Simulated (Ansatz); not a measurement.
Basis-set extrapolation for C₃H₇NS (`CN1CSC1`) (PBE0-D4/def2-TZVP geometry, frozen core, Ansatz 0.2.0). Multiplicity 1, RHF reference.

```csv
,def2-TZVPP,def2-QZVPP
HF,-569.685349,-569.704777
MP2 correlation,-0.894451,-0.956555
CCSD(T) correlation,-0.982414,not run
```

Energies in hartree. Use E(X) = E(∞) + A·exp(−7.88·√X) for Hartree–Fock and E(X) = E(∞) + B·X^(−2.97) for correlation, with X = 3 and 4, and add CCSD(T) minus MP2 of the smaller set to the MP2 limit.

Problem. What is the CCSD(T) energy at the basis-set limit?

Solution. HF limit: -569.704777 + (-0.019428) × 0.13774 = -569.70745. MP2 limit: -0.956555 + (-0.062104) × 0.74074 = -1.00256. Higher-order term: -0.982414 − (-0.894451) = -0.08796. Total: -570.79797 hartree, 81.7 kcal/mol below CCSD(T)/def2-TZVPP.
